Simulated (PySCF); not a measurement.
## HF and its ions

PBE0; H def2-TZVP, F def2-TZVP; no relativity (PySCF 2.14). Neutral (UKS): singlet (closed shell), Re = 0.920 Å, ωe = 4153 cm⁻¹, De = 5.84 eV, HOMO -11.64 eV, LUMO 0.83 eV.

HF⁺ (UKS): doublet (π ↑), Re = 1.009 Å, ωe = 3057 cm⁻¹, De = 3.62 eV to H⁺ + F. The energies at the minima are -100.39186 hartree for HF and -99.80922 for HF⁺.

Question: Work out the adiabatic ionisation energy, without and with harmonic zero-point energies (1 hartree = 27.2114 eV, 1 eV = 8065.5 cm⁻¹), and the change of the bond length.

Answer: At PBE0: 0.58264 hartree = 15.854 eV between the minima; the zero-point term (3057.0 − 4153.0)/2 cm⁻¹ = -0.068 eV makes it 15.786 eV. Re changes by +8.9 pm against the neutral. Minus the HOMO energy is 11.64 eV, -4.21 eV from the value between the minima; self-interaction puts the Kohn–Sham level too high, less so with exact exchange. The electron leaves a π orbital, which is non-bonding in a hydride.

For an ion De counts to the pair picked by the measured ionisation energies or electron affinities, which need not be the lowest pair at this level. States were picked by a PBE0 search and need not be the measured ground states.
